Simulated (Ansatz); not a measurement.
Level of theory: frozen-core CCSD(T)/cc-pVTZ // B3LYP-D3(BJ)/def2-TZVP run with Ansatz (a quantum-chemistry and plane-wave program).

Ansatz 0.2 input:
```yaml
crystal:
  periodic: [false, false, false]
  atoms:
    - { symbol: C, position_ang: [0.581093, -0.000003, -0.000002] }
    - { symbol: N, position_ang: [-0.581093, 0.000003, 0.000002] }
basis:
  gaussian: { orbitals: cc-pVTZ }
correlation:
  method: ccsd_t
magnetization:
  spin_polarized: true
  initial_magnetization: 1
```

Output:

```
Functional definition: HF
361 factors; integrals over basis functions are off by at most 1.3e-3 eV
mean field evaluation 1: about -2507.8034 eV, gradient 1.7e1 eV
mean field evaluation 2: about -2507.8064 eV, gradient 1.7e1 eV
mean field evaluation 4: about -2509.1511 eV, gradient 2.7e0 eV
mean field evaluation 8: about -2509.5429 eV, gradient 1.3e0 eV
mean field evaluation 16: about -2509.8462 eV, gradient 2.5e-1 eV
mean field evaluation 32: about -2509.4235 eV, gradient 2.4e0 eV
mean field evaluation 64: about -2509.1647 eV, gradient 3.1e0 eV
mean field evaluation 96: about -2509.3253 eV, gradient 1.1e-3 eV
mean field evaluation 128: about -2507.5466 eV, gradient 4.6e0 eV
mean field evaluation 160: about -2509.3253 eV, gradient 5.1e-3 eV
mean field -2509.84776795 eV, -92.2352042363 hartree, gradient 2.4e-6 eV, S^2 1.119124; 7 other end points of the search recorded, 0 dependent functions left out
determinant -2509.84776795 eV, -92.2352042363 hartree, with singles and doubles -2518.30381494 eV, -92.5459582314 hartree
determinant -2509.43844294 eV, -92.2201618195 hartree, with singles and doubles -2517.79833862 eV, -92.5273823192 hartree
determinant -2509.39641244 eV, -92.2186172272 hartree, with singles and doubles -2518.24648824 eV, -92.5438515141 hartree
determinant -2509.32530347 eV, -92.2160040209 hartree, with singles and doubles -2517.24877961 eV, -92.5071863983 hartree
determinant -2509.84776795 eV, -92.2352042363 hartree, with singles and doubles -2518.33741974 eV, -92.5471931852 hartree
determinant -2509.43844294 eV, -92.2201618195 hartree, with singles and doubles -2518.28155609 eV, -92.5451402339 hartree
determinant -2509.39641244 eV, -92.2186172272 hartree, with singles and doubles -2518.32577497 eV, -92.5467652477 hartree
2 core orbitals not correlated
reference -2509.84776795 eV, -92.2352042363 hartree; 5, 4 occupied and 53, 54 virtual orbitals, 361 factors
second order -7.52355239 eV of doubles, -0.00000000 eV of singles
cycle   1  -8.48965233 eV  change   -5.4e-7 eV  update   2.9e-6
perturbative correction -0.49577445 eV, -0.0182193751 hartree
Total energy: -2518.83319474 eV, -92.5654125801 hartree
```

Cost: around 6 core-seconds (rough).
